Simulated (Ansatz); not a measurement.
**BiH2Cl: structure and electronic state**

Aim: characterise BiH2Cl as a singlet: its structure, frontier levels and distribution of charge.

The runs use Ansatz 0.2.0, Gaussian basis; RKS PBE0-D4/def2-TZVP.

The runs, in order: relaxation at PBE0-D4/def2-TZVP; a single point at PBE0-D4/def2-TZVP; harmonic vibrations at PBE0-D4/def2-TZVP.

### 1 The system as given

4 atoms, charge 0, spin multiplicity 1.

Atoms are counted from 1 here; the program's logs count them from 0.

Bond lengths: Bi1–H2 1.771 Å, Bi1–H3 1.770 Å, Bi1–Cl4 2.502 Å. Angles: H2–Bi1–H3 87.7°, H2–Bi1–Cl4 91.9°, H3–Bi1–Cl4 92.0°.

Bi takes a core potential in the def2 sets. No spin-orbit coupling is included.

The start is a GFN2-xTB geometry.

### 2 Relaxation at PBE0-D4/def2-TZVP

in.yaml

```yaml
crystal:
  periodic: [false, false, false]
  atoms:
    - {symbol: Bi, position_ang: [0.073780, 0.140840, 0.857770]}
    - {symbol: H, position_ang: [1.514100, 0.135430, -0.172530]}
    - {symbol: H, position_ang: [-0.588940, 1.398780, -0.196480]}
    - {symbol: Cl, position_ang: [-0.998940, -1.675050, -0.488760]}
basis:
  gaussian: {orbitals: def2-TZVP}
hamiltonian: {xc: pbe0, dispersion: d4}
scf: {omitted_lower_state_checks: [starts]}
output: {orbitals: {seedname: orbitals}}
relax: {f_tol: 0.02, max_steps: 100}
```

Launch:

```console
ansatz run in.yaml --threads 4 --pin off --events-out ev --progress --plain --max-ram 3916MiB
```

Further steps of the session: Single point, PBE0-D4/def2-TZVP; Harmonic vibrations.

Q: Predict the results of all the runs planned. Wanted: point group; Bi–Cl bond; HOMO, LUMO at PBE0-D4/def2-TZVP; dipole at PBE0-D4/def2-TZVP; lowest, highest wavenumber.

**Answer**, as computed:

| quantity | value |
| --- | --- |
| point group | Cs |
| Bi–Cl bond | 2.448 Å |
| HOMO, LUMO at PBE0-D4/def2-TZVP | -7.81, -1.81 eV |
| dipole at PBE0-D4/def2-TZVP | 3.35 D |
| lowest, highest wavenumber | 330, 1832 cm⁻¹ |

**Reading.** The molecule keeps its bonding pattern by the stored test; the atoms moved 0.03 Å (rms). All wavenumbers are real: a minimum at this level. The HOMO lies nearest to Cl4 40 %; Bi1 32 % and the LUMO to Bi1 50 %; Cl4 26 %.
